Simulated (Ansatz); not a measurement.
# Forces away from equilibrium

AlNH2Cl (SMILES [NH2][Al][Cl]), doublet, displaced at random from a GFN2-xTB minimum.

```xyz
5
angstrom
N -0.6286 0.4679 -0.2895
Al 0.4328 -0.3962 0.8254
Cl 2.2018 -1.6423 0.7289
H -1.4453 1.1767 0.0767
H -0.6680 0.3171 -1.2379
```

Program: Ansatz 0.2.0. Basis: def2-TZVPP. Cores are frozen in the correlated methods; orbitals are unrestricted.

CCSD(T) forces from the calculation:
```csv
atom,Fx,Fy,Fz (eV/Å)
N1,-2.292,2.429,3.295
Al2,0.296,-0.106,1.129
Cl3,-0.521,0.336,-0.424
H4,2.906,-2.596,-1.381
H5,-0.388,-0.063,-2.619
```

Q: Which atom feels the largest CCSD(T) force, and how large is it?

A: N1, 4.69 eV/Å, along (-0.49, 0.52, 0.70).

Root-mean-square difference of the force components from those of CCSD(T): PBE0-D4 0.065; wB97M-V 0.061; r2SCAN-D4 0.046; PBE-D4 0.146; LC-wPBE 0.100; revPBE-D4 0.159 eV/Å.

The T1 diagnostic stays at or below 0.014. ⟨S²⟩ of the unrestricted Hartree–Fock references: 0.75 (a pure state has 0.75).

For scale, one of the runs: CCSD(T)/def2-TZVPP forces, 143 basis functions (an equivalent command: `ansatz run in.yaml --threads 4`). The run took 94 s on 4 CPU threads (shared host), with 3.2 GiB of host memory at its peak.
